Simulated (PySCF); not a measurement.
tetrafluoromethane (CF4), SMILES FC(F)(F)F. Coordinates come from a PBE-D3(BJ)/def2-SVP optimisation.

Q: Give the equilibrium geometry at PBE-D3(BJ)/def2-SVP (PySCF confirms it by a frequency run) as Cartesian coordinates in Å, and its point group. (An estimate is asked for; the answer gives what the named calculation found.)

A: point group Td.
```xyz
5

F      0.7699    -0.7699     0.7699
C      0.0000     0.0000     0.0000
F     -0.7699    -0.7699    -0.7699
F     -0.7699     0.7699     0.7699
F      0.7699     0.7699    -0.7699
```
Charge 0, spin multiplicity 1.
